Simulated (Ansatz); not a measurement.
C$_{2}$H$_{4}$F$_{2}$O$_{2}$ (`OC(O)(F)CF`) at its PBE0-D4/def2-TZVP geometry, where that method's forces vanish. Charge 0, multiplicity 1.

```csv
atom,x (Å),y (Å),z (Å)
O1,0.421,-0.785,1.189
C2,0.412,0.108,0.148
O3,1.428,-0.168,-0.706
F4,0.571,1.380,0.680
C5,-0.887,0.099,-0.637
F6,-1.931,0.242,0.251
H7,-0.335,-0.594,1.755
H8,2.216,-0.353,-0.181
H9,-0.904,0.928,-1.347
H10,-0.989,-0.857,-1.152
```

Question: For each bond, give half the difference of the two atoms' forces along it (eV/Å; positive pushes the atoms apart) under PBE-D4, r2SCAN-D4, B3LYP-D4, ωB97M-V in def2-TZVPP. (Estimate.)

Answer: Ansatz gave: 
| bond | length (Å) | PBE-D4 | r2SCAN-D4 | B3LYP-D4 | ωB97M-V |
| --- | --- | --- | --- | --- | --- |
| O1–C2 | 1.371 | 0.32 | 0.18 | 0.19 | 0.15 |
| O1–H7 | 0.964 | 0.35 | 0.00 | -0.05 | -0.09 |
| C2–O3 | 1.356 | 0.27 | 0.15 | 0.16 | 0.17 |
| C2–F4 | 1.388 | 0.61 | 0.32 | 0.31 | 0.09 |
| C2–C5 | 1.518 | -0.14 | -0.11 | -0.07 | -0.08 |
| O3–H8 | 0.964 | 0.35 | 0.01 | -0.05 | -0.09 |
| C5–F6 | 1.378 | 0.52 | 0.35 | 0.40 | 0.29 |
| C5–H9 | 1.091 | 0.05 | -0.08 | -0.15 | -0.14 |
| C5–H10 | 1.091 | 0.05 | -0.08 | -0.14 | -0.13 |

B3LYP here is the variant with VWN-RPA as its local correlation; programs differ in this.
